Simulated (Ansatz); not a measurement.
Born–Oppenheimer molecular dynamics of CH$_{5}$AlO (8 atoms, charge 0, multiplicity 1). It starts from a relaxed structure.

These are results of Ansatz 0.2.0, RKS PBE-D4/def2-SVP, not measurements.

- ensemble: NVT, Langevin thermostat
- time step: 0.5 fs
- steps asked: 150
- set temperature: 2000 K
- friction: 0.02 /fs
- temperature schedule: 37 steps to 2000 K, then 113 steps to 4000 K
- seed: 647338

First frame:

```xyz
8
Properties=species:S:1:pos:R:3
Al -0.041 -0.166 -0.079
H 0.144 -0.147 1.515
O 1.353 -0.378 -1.074
H 2.241 -0.490 -0.700
C -1.755 0.028 -0.997
H -2.456 -0.786 -0.712
H -2.255 0.983 -0.724
H -1.636 0.006 -2.100
```

(1) How far do the bonds stretch over the last three quarters of this one trajectory? (Pairs bonded in most of those frames.)

Answers

(1) 
```csv
bond,mean (Å),spread (Å),shortest,longest
Al1–H2,1.609,0.095,1.44,1.77
Al1–O3,1.758,0.101,1.60,1.94
Al1–C5,1.932,0.084,1.80,2.06
O3–H4,0.990,0.072,0.86,1.15
C5–H6,1.172,0.119,0.97,1.43
C5–H7,1.131,0.064,1.00,1.36
C5–H8,1.130,0.053,1.03,1.29
```

Mean temperature of the second half: 2026 K. The schedule's set-point averaged 3336 K over the second half and the system 2026 K, so it lags behind the ramp. A run of 0.075 ps of so small a system gives no equilibrium averages. The orbitals stay closed-shell, which can raise the energy where a bond breaks towards radicals; this wasn't checked here.

The run took 3.2 min on 1 thread of Arm Neoverse V2 (shared host), peak memory 0.12 GiB.
